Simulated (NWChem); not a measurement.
# BPH3F (SMILES FBP): LC-PBE/SBKJC-VDZ (core potential, Cartesian functions)

Aim: a short trajectory of BPH3F. The job is set up through an ASE script.

Program for the calculation: NWChem 7.3.0.

4 further runs of the same task are left out: 1 that didn't finish, 3 set aside as unsound or not needed.

### 1 The structure to begin with

The species is BPH3F (6 atoms), meant as a singlet with charge 0. As SMILES, `FBP`. The coordinates come from a GFN2-xTB relaxation. This is one conformer, not always the lowest. The run starts from this shape.

Bond lengths: F1–B2 1.315 Å, B2–P3 1.888 Å, B2–H4 1.174 Å, P3–H5 1.380 Å, P3–H6 1.381 Å. Angles: F1–B2–P3 119.3°, F1–B2–H4 116.7°, P3–B2–H4 123.7°, B2–P3–H5 98.2°, B2–P3–H6 98.4°, H5–P3–H6 95.7°.

### 2 Molecular dynamics at LC-PBE/SBKJC-VDZ (core potential, Cartesian functions)

run.py

```python
from ase import Atoms
from ase.calculators.nwchem import NWChem
from ase import units
import numpy as np
from ase.md.velocitydistribution import MaxwellBoltzmannDistribution, Stationary, ZeroRotation
from ase.md.verlet import VelocityVerlet

system = Atoms(['F', 'B', 'P', 'H', 'H', 'H'], positions=[
    [-1.238930, -1.193530, 0.673800],
    [-0.166900, -0.827020, 0.005390],
    [0.654190, 0.824070, 0.409390],
    [0.286690, -1.614800, -0.737810],
    [0.951110, 1.217450, -0.879180],
    [-0.486160, 1.593830, 0.528400],
])

calc = NWChem(
    label='job',
    theory='dft',
    memory='2200 mb',
    basis='"sbkjc vdz ecp"',
    ecp={'F library': '"sbkjc ecp"', 'B library': '"sbkjc ecp"', 'P library': '"sbkjc ecp"'},
    dft={'xc': 'xcampbe96 1.0 cpbe96 1.0 hfexch 1.0', 'cam': '0.30 cam_alpha 0.0 cam_beta 1.0', 'mult': '1', 'grid': 'lebedev 99 14 ssf euler', 'convergence': 'energy 1e-05', 'direct': None, 'print': 'low'},
)
system.calc = calc

MaxwellBoltzmannDistribution(system, temperature_K=1000, rng=np.random.default_rng(50077))
Stationary(system)
ZeroRotation(system)
dyn = VelocityVerlet(system, timestep=1 * units.fs, trajectory="opt.traj", logfile="-")
dyn.run(10)
```

Started as:

```console
export ASE_NWCHEM_COMMAND="nwchem PREFIX.nwi > PREFIX.nwo"
python run.py
```

What it wrote:

```text
run.py:27: DeprecationWarning: Use thermalize_momenta
  MaxwellBoltzmannDistribution(system, temperature_K=1000, rng=np.random.default_rng(50077))
Time[ps]      Etot[eV]     Epot[eV]     Ekin[eV]    T[K]
0.0000        -955.2076    -956.6935       1.4859  1915.9
0.0010        -955.1980    -956.4986       1.3007  1677.1
0.0020        -955.1976    -956.3802       1.1826  1524.8
0.0030        -955.2060    -956.3449       1.1389  1468.5
0.0040        -955.2101    -956.2780       1.0679  1376.9
0.0050        -955.2066    -956.1152       0.9087  1171.6
0.0060        -955.2008    -955.9005       0.6998   902.3
0.0070        -955.1966    -955.7182       0.5216   672.5
0.0080        -955.1950    -955.6327       0.4377   564.3
0.0090        -955.1962    -955.6685       0.4723   609.0
0.0100        -955.1998    -955.8070       0.6071   782.8
```

The calculator wrote job.nwi:

```
title "job"

permanent_dir job

scratch_dir job

start job

geometry units angstrom nocenter noautosym noautoz
  F  -1.1950359349028981e+00 -1.2170577803069540e+00 7.1756719040750461e-01
  B  -2.4284985315582183e-01 -6.9955579592694439e-01 -1.2239878765653112e-01
  P  6.3001151711959269e-01 7.9311097209565207e-01 4.1689650555274810e-01
  H  4.4803531043899425e-01 -1.7374189715861694e+00 -3.6892593998784101e-01
  H  1.5498756513565901e+00 1.1763873888864405e+00 -8.6433704059101935e-01
  H  -5.1611239255479280e-01 1.7853030688115064e+00 4.5953349218178019e-01
end

memory 2200 mb

basis noprint
   * library "sbkjc vdz ecp"
end

ecp
  F library "sbkjc ecp"
  B library "sbkjc ecp"
  P library "sbkjc ecp"
end
dft
  xc xcampbe96 1.0 cpbe96 1.0 hfexch 1.0
  cam 0.30 cam_alpha 0.0 cam_beta 1.0
  mult 1
  grid lebedev 99 14 ssf euler
  convergence energy 1e-05
  direct
  print low
end

task dft gradient
```

job.nwo, cut to the lines that bear on the results:

```text
[...]
 d= 0,ls=0.0,diis     1    -35.0567828568 -6.56D+01  3.60D-02  4.13D-01     0.4
[...]
 d= 0,ls=0.0,diis     9    -35.1252585188 -4.11D-09  8.96D-06  3.93D-09     2.7
         Total DFT energy =      -35.125258518786
      One electron energy =     -117.104858041044
           Coulomb energy =       59.622234605761
    Exchange-Corr. energy =       -8.205389514701
 Nuclear repulsion energy =       30.562754431198
[...]
                         DFT ENERGY GRADIENTS
    atom               coordinates                        gradient
                 x          y          z           x          y          z
   1 F      -2.258290  -2.299906   1.356005    0.032821  -0.010921   0.000062
   2 B      -0.458920  -1.321969  -0.231300   -0.026097   0.086514  -0.020630
   3 P       1.190549   1.498762   0.787820   -0.024747  -0.064843   0.026166
   4 H       0.846664  -3.283246  -0.697169    0.006815  -0.020886   0.024437
   5 H       2.928840   2.223050  -1.633360    0.030348   0.005699  -0.033390
   6 H      -0.975311   3.373734   0.868392   -0.019140   0.004436   0.003355
 Task  times  cpu:        3.3s     wall:        3.3s
 Total times  cpu:        3.3s     wall:        3.3s
```

It took 42 s on 1 thread of INTEL XEON PLATINUM 8581C at 2.30GHz (Emerald Rapids), shared host; peak memory 0.11 GiB.

Steps, from the record of the run:

```
step  potential energy change (eV)
   0                        0.0000
   1                        0.1948
   2                        0.3133
   3                        0.3485
   4                        0.4155
   5                        0.5783
   6                        0.7929
   7                        0.9753
   8                        1.0608
   9                        1.0250
  10                        0.8865
```

### 3 Results

At LC-PBE/SBKJC-VDZ (core potential, Cartesian functions):

| quantity | value |
| --- | --- |
| potential energy of the last frame | -35.12526 Eh |
